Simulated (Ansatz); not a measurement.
Computed with Ansatz.

A structure relaxed at PBE0-D4/def2-TZVP, charge 0, multiplicity 1:

| atom | x (Å) | y (Å) | z (Å) |
| --- | --- | --- | --- |
| C1 | 1.582 | -0.133 | -0.803 |
| Si2 | -0.110 | -0.469 | -0.071 |
| C3 | -1.407 | 0.583 | -0.920 |
| C4 | -0.101 | -0.130 | 1.772 |
| H5 | 2.347 | -0.754 | -0.330 |
| H6 | 1.597 | -0.343 | -1.875 |
| H7 | 1.867 | 0.913 | -0.663 |
| H8 | -0.446 | -1.908 | -0.290 |
| H9 | -1.196 | 1.648 | -0.783 |
| H10 | -2.402 | 0.385 | -0.516 |
| H11 | -1.436 | 0.383 | -1.994 |
| H12 | 0.640 | -0.751 | 2.283 |
| H13 | 0.142 | 0.917 | 1.975 |
| H14 | -1.077 | -0.340 | 2.216 |

(1) Give its formula and SMILES.

(2) Point group (tolerance 0.08 Å, 0.16 Å for H)?

(3) Summarise the bond lengths by kind.

Answers

(1) C3H10Si, `C[SiH](C)C` (trimethylsilane).

(2) C3v.

(3) 3 × C–Si 1.874 Å; 9 × C–H 1.093 to 1.094 Å; 1 × H–Si 1.494 Å.
